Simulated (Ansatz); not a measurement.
# CNO: the cost of one run

Method: the levels named in each step, in Ansatz 0.2.0.

## 1. The starting structure

Bond lengths: N1–C2 1.198 Å, C2–O3 1.162 Å. Angles: N1–C2–O3 180.0°.

As a file:

```xyz
3

N     0.0000    0.0000   -1.1862
C     0.0000    0.0000    0.0120
O     0.0000    0.0000    1.1742
```

## 2. A rough first relaxation, PBE-D4/def2-SVP

Input file input.yaml:

```yaml
crystal:
  periodic: [false, false, false]
  atoms:
    - { symbol: "N", position_ang: [0.0, 0.0, -1.18622] }
    - { symbol: C, position_ang: [0.0, 0.0, 0.01203] }
    - { symbol: O, position_ang: [0.0, 0.0, 1.17419] }
magnetization:
  spin_polarized: true
  initial_magnetization: 2
total_charge: 1
basis:
  gaussian: { orbitals: def2-SVP }
hamiltonian:
  xc: pbe
  dispersion: d4
relax:
  f_tol: 0.03
  max_steps: 200
```

On the command line:

```sh
> ansatz run input.yaml --threads 2 --pin off --max-ram 5120MiB --backend cpu --events-out ev --progress --plain --runs-dir out
```

What time and memory should one allow on 2 threads of Oxide Virtual Turin-like (Zen 5), shared host?

About 3 s, with a peak of 0.12 GiB.
